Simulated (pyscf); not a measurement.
`[PH2][GeH3]` + `[H][H]` → `[PH3]` + `[GeH4]`, a four-centre exchange (singlet surface; Ge–P, H–H broken, H–P, Ge–H formed). Optimised with ωB97X-D3(BJ)/def2-SVP in PySCF. Energies in kcal/mol from the separated reactants.

GFN2-xTB: tblite. 

### Question
In single points GFN2-xTB puts the saddle at 38.5 kcal/mol and the reaction energy at -4.8 kcal/mol. Should these be trusted to within a few kcal/mol? Compare with ωB97M-D3(BJ)/def2-TZVP.

### Answer
ωB97M-D3(BJ)/def2-TZVP gives ΔE‡ = 63.2 kcal/mol and ΔE = -0.7 kcal/mol. GFN2-xTB lies 24.6 kcal/mol under it in the barrier and 4.1 kcal/mol under it in the reaction energy, so on this step it does not hold to within 3.0 kcal/mol. ωB97M-D3(BJ)/def2-TZVP has limits of its own. One saddle was located; it need not be the lowest between these sides. In the def2 sets elements up to Kr have no core potential.
